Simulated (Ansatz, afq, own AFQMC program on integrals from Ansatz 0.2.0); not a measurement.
# Atomization energy of CH2Ge, singlet

```xyz
4

Ge    0.0000    0.0000    0.3030
C     0.0000    0.0000   -1.4834
H     0.0000   -0.9122   -2.0790
H     0.0000    0.9122   -2.0790
```

Connectivity, by distances: Ge–CH2.

Atoms in their ground-state spins without spin–orbit coupling (mostly on UHF) minus the molecule (RHF), without zero-point energy. The geometry is a stationary point, not shown to be a minimum.

Basis cc-pVTZ. Noble-gas cores (and the filled d shells of Ga–Kr and In–Xe) are frozen. Integrals, coupled cluster, full CI and functionals: Ansatz 0.2.0; the random walks run on the same integrals in our own AFQMC program. ph-AFQMC/CISD is guided by a CISD state made of CCSD amplitudes; releasing the constraint for a short imaginary time cuts its bias at the price of noise, slowly where states lie close. Error bars are statistical, one sigma. No spin–orbit coupling. The errors of all members are added in quadrature.

No full CI on the walks' own integrals is used here; CCSDT(Q) serves as the reference and is uncertain by about the last step of the cluster series. Each member takes its own surest rung, up to full CI.

The best estimate is CCSD(T) at the basis-set limit (CBS: def2-TZVPP and def2-QZVPP, with their diffuse functions for anions and beside diffuse sets, CCSD(T) itself extrapolated) plus the step from CCSD(T) to CCSDT(Q) in cc-pVTZ. Rows without CBS are in cc-pVTZ; B2PLYP and the wave-function rows carry a basis error of their own. Core correlation and relativity beyond core potentials are missing, and ± holds the sampling alone.

Cautions: inner d shell frozen; no relativity below Rb; no spin-orbit coupling; CH₂Ge (singlet): higher spins were not checked, restricted determinant unstable towards unrestricted (UHF 118 meV lower, ⟨S²⟩ 0.39), the released energies are still falling, so no released level is given (meV from the phaseless value at times in 1/Eh: -10 ± 5 at 0.24, -21 ± 3 at 0.51, -21 ± 3 at 0.99, -30 ± 5 at 1.62, -35 ± 5 at 2.40), though the last usable value meets CCSDT(Q) within the noise, its ph-AFQMC/CISD value lies 33 ± 5 meV above CCSDT(Q).

```csv
level,atomization energy (kJ/mol)
PBE,1286.0
PBE0,1251.8
HF,859.5
```

(1) From these cheaper values, estimate the atomization energy at the level of the best estimate.

(1) 1259.4 kJ/mol (best estimate, highest rung CCSDT(Q)).

```json
{"level": "MP2", "atomization energy (kJ/mol)": "1228.9", "error against the best estimate (kJ/mol)": "-30.5"}
{"level": "CCSD", "atomization energy (kJ/mol)": "1195.5", "error against the best estimate (kJ/mol)": "-63.9"}
{"level": "CCSD(T)", "atomization energy (kJ/mol)": "1222.0", "error against the best estimate (kJ/mol)": "-37.4"}
{"level": "CCSDT", "atomization energy (kJ/mol)": "1221.3", "error against the best estimate (kJ/mol)": "-38.1"}
{"level": "CCSDT(Q)", "atomization energy (kJ/mol)": "1223.9", "error against the best estimate (kJ/mol)": "-35.4"}
{"level": "ph-AFQMC/CISD", "atomization energy (kJ/mol)": "1221.8 ± 0.5", "error against the best estimate (kJ/mol)": "-37.6 ± 0.5"}
{"level": "HF/CBS", "atomization energy (kJ/mol)": "864.0", "error against the best estimate (kJ/mol)": "-395.4"}
{"level": "MP2/CBS", "atomization energy (kJ/mol)": "1266.6", "error against the best estimate (kJ/mol)": "7.2"}
{"level": "CCSD(T)/CBS", "atomization energy (kJ/mol)": "1257.5", "error against the best estimate (kJ/mol)": "-1.9"}
{"level": "r2SCAN", "atomization energy (kJ/mol)": "1259.8", "error against the best estimate (kJ/mol)": "0.4"}
{"level": "B3LYP", "atomization energy (kJ/mol)": "1254.2", "error against the best estimate (kJ/mol)": "-5.2"}
{"level": "wB97M-V", "atomization energy (kJ/mol)": "1254.4", "error against the best estimate (kJ/mol)": "-5.0"}
{"level": "B2PLYP", "atomization energy (kJ/mol)": "1246.8", "error against the best estimate (kJ/mol)": "-12.6"}
```

Correlation beyond CCSD(T) adds 1.9 kJ/mol. Going to the basis-set limit adds 35.5 kJ/mol at CCSD(T). The perturbative (T) step is worth +26.5 kJ/mol.

Best estimates are given only where the step beyond CCSD(T) is under 0.3 eV and no member's determinant is very poor (T1 over 0.05, or 0.07 for open shells, ⟨S²⟩ too high by 0.3, two states mixed), so the hardest cases are missing from such tables.

The functionals ran in a triple-zeta set and keep a basis error of their own, a few kJ/mol for each bond in atomization energies and more for double hybrids, so close places among them and the extrapolated levels can swap.

CCSDT and higher add their correlation energy to the determinant of the CCSD(T) run, since their own runs factorise the integrals more tightly (a shift of under 2 meV). Each member of a difference takes its own highest rung, so a best estimate needn't equal the limit plus the step of one row. A walk keeps the symmetry of its determinant, which the program's search chose and which needn't be the lowest solution, so a lower state of the same spin and another symmetry isn't excluded.
